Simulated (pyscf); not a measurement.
# Multi-bond step: H₂B–F + H₂O -> HO–BH–F + H₂

Gas phase, singlet surface, charge 0. Bonds broken: B1–H6, H3–O5, O5–H7. Bonds formed: B1–O5, H3–H7, O5–H6. Structures and frequencies: ωB97X-D3(BJ)/def2-SVP in PySCF.

Transition state (Å):

```xyz
7

B     -1.8020     0.3621    -0.0851
F     -1.6378     0.5966     1.2441
H     -0.3047    -1.3319    -0.8869
H     -2.8446    -0.1560    -0.4291
O     -0.5673    -0.0006    -0.7861
H     -1.4257     1.3367    -0.8839
H      0.1097    -0.9630    -0.1862
```

One imaginary mode, 1818i cm⁻¹; descent along it reached the two sides named, in the forms told below.

| bond | change | reactant side (Å) | saddle | product side |
|---|---|---|---|---|
| B1–H6 | breaks | 1.219 | 1.315 | 1.938 |
| H3–O5 | breaks | 0.969 | 1.361 | 3.7 |
| O5–H7 | breaks | 0.970 | 1.321 | 3.5 |
| B1–O5 | forms | 1.745 | 1.465 | 1.348 |
| H3–H7 | forms | 1.547 | 0.894 | 0.760 |
| O5–H6 | forms | 2.298 | 1.592 | 0.963 |

Electronic energies relative to the separated reactants (eV):

| level | barrier | reaction energy | reverse barrier |
|---|---|---|---|
| ωB97X-D3(BJ)/def2-TZVP | 3.89 | -1.43 | 5.32 |
| PBE/def2-TZVP | 3.00 | -1.47 | 4.47 |
| r²SCAN/def2-TZVP | 3.25 | -1.54 | 4.79 |
| B3LYP-D3(BJ)/def2-TZVP | 3.54 | -1.47 | 5.01 |
| PBE0-D3(BJ)/def2-TZVP | 3.51 | -1.45 | 4.95 |
| M06-2X/def2-TZVP | 3.82 | -1.53 | 5.35 |
| ωB97M-D3(BJ)/def2-TZVP | 3.77 | -1.45 | 5.22 |
| HF/def2-TZVP | 5.10 | -1.34 | 6.44 |

With ωB97M-D3(BJ)/def2-TZVP energies and thermal terms (ideal gas, 1 atm, RRHO with modes under 100 cm⁻¹ raised to 100, one conformer, R ln 2 for chiral ones without a mode under 150 cm⁻¹), in eV:

```tsv
T (K)	ΔH‡	ΔG‡	ΔH	ΔG
298	3.55	3.99	-1.55	-1.46
600	3.57	4.42	-1.52	-1.39
900	3.61	4.84	-1.48	-1.33
1200	3.66	5.25	-1.45	-1.28
```

On the reactant side the descent ends in an adduct with a B–O contact, 0.46 eV under the separated species and 4.35 eV under the saddle at ωB97X-D3(BJ)/def2-TZVP. What is counted as formed (B–O) is already present as a longer contact in the reactant adduct; forming that adduct is a step of its own. This saddle turned up in a search for another step; its sides and bond changes are read from the two ends of the descent. The same reactants have a lower exit, to H₂B–OH + HF (barrier +0.46 eV at ωB97M-D3(BJ)/def2-TZVP, against +3.77 eV here). Another saddle between the same species, by other bonds, lies lower (0.60 eV against 3.77 eV at ωB97M-D3(BJ)/def2-TZVP).
